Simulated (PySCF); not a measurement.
CH₂, neutral, multiplicity 1.

```xyz
3

C      0.0000     0.0000     0.1748
H      0.0000    -0.8622    -0.5245
H      0.0000     0.8622    -0.5245
```

The structure is a stationary point at B3LYP-D3(BJ)/def2-TZVPD. The isomer is the one that the SMILES or the coordinates give; other isomers of the formula were not compared.

Computed with PySCF with PBE/pcSseg-2. Non-relativistic, no solvent.

### Question
Give the absolute GIAO shielding of each atom: isotropic value and principal components (ppm). (Estimate from the structure and the level; the computed values follow.)

### Answer

```
atom   σ(iso)      σ11     σ22    σ33    span
----  -------  -------  ------  -----  ------
C1    -1272.1  -3623.2  -403.5  210.6  3833.8
H2      -30.7   -158.8    28.7   38.0   196.8
H3      -30.7   -158.8    28.7   38.0   196.8
```
